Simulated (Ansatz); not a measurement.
**Which is lower?**

Two relaxed structures of CH₆NSi (charge -1), singlet (PBE0-D4/def2-TZVPD; forces vanish, vibrations not checked).

A:

```xyz
9
angstrom
N -0.3662 0.8735 -1.2912
C 0.4099 0.6545 -0.0435
Si 0.2010 -1.0454 0.8959
H -1.3372 0.6970 -1.0446
H -0.1487 0.0818 -1.8919
H 0.1650 1.4743 0.6464
H 1.4723 0.7987 -0.2853
H 0.3574 -1.9235 -0.3721
H -1.3484 -1.0421 0.8436
```

B:

N1  (-0.907, 0.801, -1.094)
C2  (0.115, -0.942, 1.119)
Si3  (0.399, 0.438, 0.062)
H4  (-1.750, 0.285, -0.874)
H5  (-0.668, 0.659, -2.067)
H6  (0.647, 1.667, 0.907)
H7  (1.553, 0.496, -0.954)
H8  (0.059, -1.969, 0.759)
H9  (0.300, -0.852, 2.188)
(Å)

Ansatz 0.2.0; basis: def2-TZVPPD; cores frozen in the correlated methods. B3LYP uses VWN-RPA correlation.

(1) Which structure is lower at CCSD(T), and by how much? (An estimate is asked for; the value comes from the calculation.)

The T1 diagnostic stays at or below 0.014.

Answers

(1) By the calculation: B, by 66.6 kJ/mol (electronic energy, against the other). By their contacts, A is CH₆NSi ([NH2][CH2][SiH2]), total charge -1 and B is CH₆NSi ([CH2][SiH2][NH2]), total charge -1.

All methods give the same order:

```csv
method,E(B) − E(A) (kJ/mol)
PBE-D4,-54.8
r2SCAN-D4,-69.6
PBE0-D4,-57.5
B3LYP-D4,-66.3
wB97M-V,-67.3
HF,-71.1
MP2,-84.3
CCSD,-66.2
CCSD(T),-66.6
```

Labels in which every atom is bracketed show which atoms are joined, not bond orders.

For scale, one of the runs: CCSD(T)/def2-TZVPPD, 224 basis functions, launched by `ansatz run in.yaml --threads 2 --pin off --events-out ev --progress --plain --max-ram 4352MiB`. Hardware: 2 CPU threads of an Arm Neoverse V2, shared host. Wall time 86 s; peak host memory 3.5 GiB.
